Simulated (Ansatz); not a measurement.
Relative stability

Two relaxed structures of AlBH$_{2}$Cl, doublet (PBE0-D4/def2-TZVP; forces vanish, vibrations not checked).

A:

| atom | x (Å) | y (Å) | z (Å) |
| --- | --- | --- | --- |
| B1 | -0.9832 | -1.1001 | -0.2001 |
| Al2 | 0.6299 | 0.1689 | 0.1817 |
| Cl3 | -0.8008 | -2.3764 | -1.3966 |
| H4 | -2.0950 | -0.9169 | 0.2024 |
| H5 | 1.8220 | 0.1353 | 1.2416 |

B:

```
5
angstrom
B -1.1331 -0.7297 0.0109
Al 0.6457 0.2517 0.1192
Cl 0.8078 1.9490 -1.1165
H -2.1731 -1.2965 -0.0523
H 1.8527 -0.1745 1.0387
```

Program: Ansatz 0.2.0. Basis: def2-TZVPP. Cores are frozen in the correlated methods; orbitals are unrestricted. B3LYP uses VWN-RPA correlation.

**Question.** Which structure is lower at CCSD(T), and by how much? (Judge from chemistry; the value comes from the calculation.)

**Answer.** By the calculation: B, by 4.29 kcal/mol (electronic energy, against the other). By their contacts, A is AlBH₂Cl ([AlH][BH][Cl]) and B is AlBH₂Cl ([BH][AlH][Cl]).

**Question.** Do the other methods give the same order? (Judge from chemistry; the calculation decides.)

**Answer.** By the calculation: Not all: PBE-D4 gives the other order.

```tsv
method	E(B) − E(A) (kcal/mol)
PBE-D4	3.32
r2SCAN-D4	-1.80
PBE0-D4	-0.19
B3LYP-D4	-1.97
wB97M-V	-4.42
HF	-11.20
MP2	-4.69
CCSD	-5.76
CCSD(T)	-4.29
```

No T1 diagnostic of these runs exceeds 0.025. ⟨S²⟩ of the unrestricted Hartree–Fock references: 0.76 to 0.80 (a pure state has 0.75).

Labels in which every atom is bracketed show which atoms are joined, not bond orders.

For scale, one of the runs: CCSD(T)/def2-TZVPP, 143 basis functions, launched by `ansatz run in.yaml --threads 2 --pin off --events-out ev --progress --plain --max-ram 4352MiB`. The run took 44 s on 2 CPU threads of an Arm Neoverse V1 (shared host), with 1.7 GiB of host memory at its peak.
